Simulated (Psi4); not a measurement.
# [OF2]+ (SMILES F[O+]F): UB3LYP/cc-pVQZ-DK (sfX2C, density fitting, sweep point 3)

Aim: the vertical ionisation energy of [OF2]+ at UB3LYP/cc-pVQZ-DK (sfX2C, density fitting, sweep point 3), from 2 runs. 

The results are computed with Psi4 1.11.

### 1 Starting point

[OF2]+: 3 atoms, total charge +1, spin state doublet. As SMILES, `F[O+]F`. The shape is that of a GFN2-xTB optimisation.

Bond lengths: F1–O2 1.287 Å, O2–F3 1.287 Å. Angles: F1–O2–F3 110.7°.

### 2 The energy at UB3LYP/cc-pVQZ-DK (sfX2C, density fitting, sweep point 3)

calc.inp reads:

```
memory 1600 mb

molecule {
  1 2
  F      0.928320    -0.299370     0.478940
  O      0.000600     0.484920     0.053430
  F     -0.928920    -0.185540    -0.532380
  symmetry c1
}

set {
  reference            uks
  puream               true
  scf_type             df
  dft_radial_points    99
  dft_spherical_points 590
  maxiter              150
  relativistic         x2c
}

e, wfn = energy('b3lyp/cc-pVQZ-DK', return_wfn=True)
```

Launch:

```bash
$ psi4 -i calc.inp -o calc.out -n 1
```

calc.out:

```text
[...]
  Running in c1 symmetry.
[...]
  Nuclear repulsion =   79.441141796696542
[...]
  Multiplicity = 2
[...]
  Nalpha       = 13
  Nbeta        = 12
[...]
    Number of basis functions: 165
[...]
    WARNING: The X2C and Dirac Hamiltonians have substatially different eigenvalues!
             This is probably caused by the recontraction of the basis set.
[...]
   @DF-UKS iter   1:  -274.45666226505801    4.80449e-01   3.15485e-03 ADIIS/DIIS
[...]
   @DF-UKS iter   9:  -274.54563161221324   -4.77223e-07   6.97262e-07 DIIS
[...]
   @S^2 Observed:                7.531851745E-01
[...]
    Orbital Energies [Eh]
    ---------------------
    Alpha Occupied:
       1A    -25.217045     2A    -25.217020     3A    -19.856924
       4A     -1.856340     5A     -1.690412     6A     -1.348666
       7A     -1.072106     8A     -1.038863     9A     -1.016434
      10A     -0.889098    11A     -0.848426    12A     -0.837342
      13A     -0.771375
    Alpha Virtual:
      14A     -0.435443    15A     -0.370864    16A      0.038328
      17A      0.045068    18A      0.066129    19A      0.074601
      20A      0.199247    21A      0.208242    22A      0.247653
      23A      0.250479    24A      0.266232    25A      0.366280
[...]
  @DF-UKS Final Energy:  -274.54563161221324
   => Energetics <=
    Nuclear Repulsion Energy =             79.4411417966965416
    One-Electron Energy =                -528.9215896167200981
    Two-Electron Energy =                 198.3479051765074246
    DFT Exchange-Correlation Energy =     -23.4130889686971351
    Empirical Dispersion Energy =           0.0000000000000000
    VV10 Nonlocal Energy =                  0.0000000000000000
    Total Energy =                       -274.5456316122132421
[...]
 Multipole Moments:
 ------------------------------------------------------------------------------------
     Multipole            Electronic (a.u.)      Nuclear  (a.u.)        Total (a.u.)
 ------------------------------------------------------------------------------------
 L = 1.  Multiply by 2.5417464519 to convert [e a0] to [Debye]
 Dipole X            :         -0.0121404            0.0222006            0.0100602
 Dipole Y            :         -0.2234305            0.4108900            0.1874595
 Dipole Z            :          0.0000000            0.0000000            0.0000000
 Magnitude           :                                                    0.1877292
[...]
```

Run time: 20 s. Hardware: 1 thread of Intel Xeon Platinum 8259CL at 2.50GHz (Skylake/Cascade Lake), shared host; peak memory 0.93 GiB.

### 3 Singlet [OF2]2+ at the same level

f2o.inp reads:

```
memory 1600 MB

molecule molecule1 {
  2 1
  F      0.928320    -0.299370     0.478940
  O      0.000600     0.484920     0.053430
  F     -0.928920    -0.185540    -0.532380
  symmetry c1
}

set puream true
set scf_type df
set dft_radial_points 99
set dft_spherical_points 590
set relativistic x2c

E, wfn = energy("b3lyp/cc-pVQZ-DK", return_wfn=True)
```

Launch:

```bash
$ psi4 -n 1 f2o.inp f2o.out
```

f2o.out:

```text
[...]
  Running in c1 symmetry.
[...]
  Nuclear repulsion =   79.441141796696542
[...]
  Multiplicity = 1
[...]
  Nalpha       = 12
  Nbeta        = 12
[...]
    Number of basis functions: 165
[...]
    WARNING: The X2C and Dirac Hamiltonians have substatially different eigenvalues!
             This is probably caused by the recontraction of the basis set.
[...]
   @DF-RKS iter   1:  -273.34471359326398    1.59240e+00   5.18020e-03 ADIIS/DIIS
[...]
   @DF-RKS iter   9:  -273.62169935010132   -3.54808e-08   7.33289e-08 DIIS
[...]
    Orbital Energies [Eh]
    ---------------------
    Doubly Occupied:
       1A    -25.688580     2A    -25.688554     3A    -20.354139
       4A     -2.279768     5A     -2.109787     6A     -1.753210
       7A     -1.488363     8A     -1.428436     9A     -1.418750
      10A     -1.269883    11A     -1.260145    12A     -1.248493
[...]
  @DF-RKS Final Energy:  -273.62169935010132
   => Energetics <=
    Nuclear Repulsion Energy =             79.4411417966965416
    One-Electron Energy =                -517.6906722972611306
    Two-Electron Energy =                 187.5577921741288776
    DFT Exchange-Correlation Energy =     -22.9299610236656406
    Empirical Dispersion Energy =           0.0000000000000000
    VV10 Nonlocal Energy =                  0.0000000000000000
    Total Energy =                       -273.6216993501013235
[...]
 Multipole Moments:
 ------------------------------------------------------------------------------------
     Multipole            Electronic (a.u.)      Nuclear  (a.u.)        Total (a.u.)
 ------------------------------------------------------------------------------------
 L = 1.  Multiply by 2.5417464519 to convert [e a0] to [Debye]
 Dipole X            :         -0.0105372            0.0222006            0.0116634
 Dipole Y            :         -0.1942009            0.4108900            0.2166891
 Dipole Z            :          0.0000000            0.0000000            0.0000000
 Magnitude           :                                                    0.2170027
[...]
```

It took 12 s on 1 thread of Intel Xeon Platinum 8259CL at 2.50GHz (Skylake/Cascade Lake), shared host; peak memory 0.93 GiB.

### 4 Outcome

At UB3LYP/cc-pVQZ-DK (sfX2C, density fitting, sweep point 3):

| quantity | value |
| --- | --- |
| doublet [OF2]+: total energy | -274.54563 Eh |
| doublet [OF2]+: HOMO energy (highest over α and β) | -20.99 eV |
| doublet [OF2]+: LUMO energy (lowest over α and β) | -16.28 eV |
| doublet [OF2]+: ⟨S²⟩ | 0.753 |
| singlet [OF2]2+: total energy | -273.62170 Eh |
| singlet [OF2]2+: HOMO energy | -33.97 eV |
| singlet [OF2]2+: LUMO energy | -29.29 eV |
| singlet [OF2]2+: HOMO–LUMO gap | 4.68 eV |
| vertical ionisation energy (to the singlet dication) | 25.141 eV |

What this shows: The vertical ionisation energy comes to 25.14 eV (580 kcal/mol). Only the singlet of the ionised species was computed; a triplet could lie lower.
